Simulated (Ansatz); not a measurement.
```yaml
crystal:
  periodic: [false, false, false]
  atoms:
    - {symbol: Ru, position_ang: [-0.372250, 0.001122, -0.000701]}
    - {symbol: O, position_ang: [2.026103, -0.006105, 0.003814]}
    - {symbol: H, position_ang: [2.585273, 0.773309, 0.002656]}
    - {symbol: H, position_ang: [2.580557, -0.788875, 0.007069]}
basis:
  gaussian: {orbitals: def2-TZVP}
hamiltonian: {xc: pbe0}
relax: {f_tol: 0.004, max_steps: 80}
```

```sh
$ ansatz run in.yaml --threads 1 --pin off --events-out ev --progress --plain --max-ram 2176MiB
```

Steps of the relaxation (energy above the last step; positions in Å, forces in eV/Å):

```
4
step 1, 223.7 meV
Ru   -0.372    0.001   -0.001    1.012   -0.003    0.002
O     2.026   -0.006    0.004   -0.847    0.003   -0.002
H     2.585    0.773    0.003   -0.083   -0.072    0.000
H     2.581   -0.789    0.007   -0.082    0.073    0.000
```

```
4
step 2, 14.0 meV
Ru   -0.181    0.001    0.000    0.403   -0.001    0.001
O     1.963   -0.006    0.004   -0.198    0.001    0.000
H     2.521    0.772    0.003   -0.102    0.053    0.000
H     2.517   -0.788    0.007   -0.102   -0.053    0.000
```

```
4
step 3, 2.7 meV
Ru   -0.152    0.000    0.000    0.169   -0.001    0.000
O     1.956   -0.006    0.004   -0.030    0.000    0.000
H     2.510    0.775    0.003   -0.069    0.042    0.000
H     2.506   -0.790    0.007   -0.070   -0.041    0.000
```

```
4
step 6, 0.0 meV
Ru   -0.132    0.000    0.000    0.000    0.000    0.000
O     1.955   -0.006    0.004   -0.002    0.000    0.000
H     2.501    0.780    0.002    0.001    0.005    0.000
H     2.496   -0.795    0.007    0.001   -0.005    0.000
```

```
4
step 7, 0.0 meV
Ru   -0.132    0.000    0.000    0.000    0.000    0.000
O     1.955   -0.006    0.004    0.000    0.000    0.000
H     2.501    0.780    0.002    0.000    0.000    0.000
H     2.496   -0.795    0.007    0.000    0.000    0.000
```

Close pairs at the end: O2–H3 0.957 Å, O2–H4 0.957 Å, Ru1–O2 2.087 Å.

A stationary point of restricted PBE0 after 7 steps (its stability towards spin polarisation wasn't tested); no frequencies were run, so it isn't proven a minimum. 2.7 min on 1 thread of Intel Xeon Platinum 8375C, shared host.
